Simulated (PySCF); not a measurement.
hydrogen chloride (ClH), SMILES Cl.

The structure is a stationary point at PBE0-D3(BJ)/def2-TZVPD.

Level of theory: TDDFT-ωB97X/def2-TZVPD run with PySCF.

Vertical excitations; the highest root listed may be one member of a degenerate set. Isolated molecule, no solvent. State labels are in the subgroup C2v.

Computed lowest excited states:
```json
[
 {"state": "S1", "symmetry": "B2", "energy (eV)": "7.90", "λ (nm)": "157", "f": "0.021", "main pairs": "HOMO→LUMO (degenerate set)"},
 {"state": "S2", "symmetry": "B1", "energy (eV)": "7.90", "λ (nm)": "157", "f": "0.021", "main pairs": "HOMO−1→LUMO (degenerate set)"},
 {"state": "S3", "symmetry": "B2", "energy (eV)": "9.99", "λ (nm)": "124", "f": "0.142", "main pairs": "HOMO→LUMO+4, HOMO→LUMO (degenerate set)"},
 {"state": "S4", "symmetry": "B1", "energy (eV)": "9.99", "λ (nm)": "124", "f": "0.142", "main pairs": "HOMO−1→LUMO+4, HOMO−1→LUMO (degenerate set)"},
 {"state": "S5", "symmetry": "B2", "energy (eV)": "10.27", "λ (nm)": "121", "f": "0.030", "main pairs": "HOMO→LUMO+1, HOMO→LUMO+4 (degenerate set)"},
 {"state": "S6", "symmetry": "B1", "energy (eV)": "10.27", "λ (nm)": "121", "f": "0.030", "main pairs": "HOMO−1→LUMO+1, HOMO−1→LUMO+4 (degenerate set)"},
 {"state": "S7", "symmetry": "A1", "energy (eV)": "10.36", "λ (nm)": "120", "f": "0.000", "main pairs": "HOMO−1→LUMO+2, HOMO→LUMO+3 (degenerate set)"},
 {"state": "S8", "symmetry": "A2", "energy (eV)": "10.36", "λ (nm)": "120", "f": "0.000", "main pairs": "HOMO−1→LUMO+3, HOMO→LUMO+2 (degenerate set)"},
 {"state": "S9", "symmetry": "A2", "energy (eV)": "10.49", "λ (nm)": "118", "f": "0.000", "main pairs": "HOMO→LUMO+2 49 %, HOMO−1→LUMO+3 49 %"},
 {"state": "S10", "symmetry": "A1", "energy (eV)": "10.69", "λ (nm)": "116", "f": "0.005", "main pairs": "HOMO→LUMO+3 47 %, HOMO−1→LUMO+2 47 %"},
 {"state": "T1", "symmetry": "B2", "energy (eV)": "7.30", "λ (nm)": "170", "f": "0", "main pairs": "HOMO→LUMO, HOMO→LUMO+4, HOMO→LUMO+1 (degenerate set)"},
 {"state": "T2", "symmetry": "B1", "energy (eV)": "7.30", "λ (nm)": "170", "f": "0", "main pairs": "HOMO−1→LUMO, HOMO−1→LUMO+4, HOMO−1→LUMO+1 (degenerate set)"},
 {"state": "T3", "symmetry": "B2", "energy (eV)": "9.77", "λ (nm)": "127", "f": "0", "main pairs": "HOMO→LUMO+4, HOMO→LUMO (degenerate set)"},
 {"state": "T4", "symmetry": "B1", "energy (eV)": "9.77", "λ (nm)": "127", "f": "0", "main pairs": "HOMO−1→LUMO+4, HOMO−1→LUMO (degenerate set)"}
]
```
Triplets are in the Tamm–Dancoff approximation, which puts them higher than full response would, so one can lie above its singlet here.
